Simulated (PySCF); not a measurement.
## SiO2: adding exact exchange

Base calculation in PySCF with density fitting and no spin–orbit coupling, PBE/def2-TZVP (no relativity): singlet, D∞h, Si–O 1.527 Å (×2); wavenumbers 274 (×2), 956, 1394 cm⁻¹; gap between the highest occupied and lowest empty levels 3.83 eV, polar-tensor charge of Si 1.00 e, atomisation energy (no zero-point energy) 1295 kJ/mol.

What changes on going to PBE0/def2-TZVP (no relativity)?

The point group stays the same. Changes: mean bond to Si -0.021 Å, highest wavenumber +77 cm⁻¹, lowest wavenumber +25 cm⁻¹, gap between the highest occupied and lowest empty levels +2.66 eV, polar-tensor charge of Si +0.15 e, atomisation energy (no zero-point energy) -106 kJ/mol. The new structure has Si–O 1.506 Å (×2), with wavenumbers 299 (×2), 1015, 1471 cm⁻¹. Exact exchange shortens and stiffens the bonds and opens the gap, the usual pattern.

The structures come from searches over a few start shapes, so lower isomers are not excluded.
